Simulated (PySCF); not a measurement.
An unknown is described by computed data only.

Formula: C5H10P; charge +1.

* UV, first state: lowest singlet excitation: 5.91 eV (210 nm, f = 0.000) [TDDFT CAM-B3LYP/def2-SVPD]
* 13C NMR: chemical shifts (computed TMS as zero) by class: 124.6 (1 C), 56.1 (1 C), 33.6 (1 C), 18.7 (2 C) ppm [GIAO PBE0/pcSseg-1]
* Rotational structure: rotational constants A, B, C: 5.597, 1.673, 1.389 GHz [GFN2-xTB]
* NMR, other nuclei: isotropic shieldings of nuclei other than C and H, by class: 384 (1 P) ppm [GIAO PBE0/pcSseg-1]
* UV, strongest line: among the 8 lowest singlet transitions: S4 at 8.26 eV (150 nm, f = 0.434) [TDDFT CAM-B3LYP/def2-SVPD]
* 1H NMR: chemical shifts (computed TMS as zero) by class: 6.05 (2 H), 3.65 (1 H), 3.17 (1 H), 1.80 (6 H) ppm [GIAO PBE0/pcSseg-1]

Electronic properties: PySCF, gas phase, density fitting. Levels stand in brackets. Geometry: GFN2-xTB, one conformer, isolated ion. NMR classes are plain means over equivalent atoms (diastereotopic ones count apart unless rotation or inversion swaps them), as if these changed places fast.

Q: What is the compound? Reason from the data.

A: Numbering: `[CH:1]#[C:2][PH2+:3][CH:4]([CH3:5])[CH3:6]`. 5 carbons fall into 4 classes; from least to most shielded: terminal alkyne carbon [C1] (124.6 ppm), alkyne carbon [C2] (56.1 ppm), sp3 carbon bound to phosphorus [C4] (33.6 ppm), methyl carbon [C5/C6] (18.7 ppm, 2 C). Hydrogen classes from least to most shielded: 2 H on a phosphonium phosphorus, P3 (6.05 ppm, a mean of values up to 0.5 ppm apart in this geometry), 1 H on a terminal alkyne carbon, C1 (3.65 ppm), 1 H on an sp3 carbon bound to phosphorus, C4 (3.17 ppm), 6 H on 2 methyl carbons, C5/C6 (1.80 ppm, a mean of values up to 1.0 ppm apart in this geometry). The other shieldings belong to: 384 ppm, phosphonium phosphorus [P3]. The optimised geometry has point group C1 and is an asymmetric top. Structure: `C#C[PH2+]C(C)C`. Computed isomers that give other values at the same levels: `CCC1=C[P@H+]1C` (13C chemical shifts (computed TMS as zero) by class: 155.4 (1 C), 120.6 (1 C), 27.3 (1 C), 13.5 (1 C), 12.0 (1 C) ppm); `C#CC[PH+](C)C` (13C chemical shifts (computed TMS as zero) by class: 91.5 (1 C), 68.5 (1 C), 16.0 (1 C), 5.0 (2 C) ppm); `CC[P@H+]1C=C1C` (13C chemical shifts (computed TMS as zero) by class: 151.5 (1 C), 122.2 (1 C), 24.9 (1 C), 15.8 (1 C), 10.9 (1 C) ppm). The assignments are read from this structure; whether some other isomer fits the data as well wasn't checked.

The values belong to the conformer `[CH:1]#[C:2][PH2+:3][CH:4]([CH3:5])[CH3:6]`: C2–P3–C4–C5 -60°.
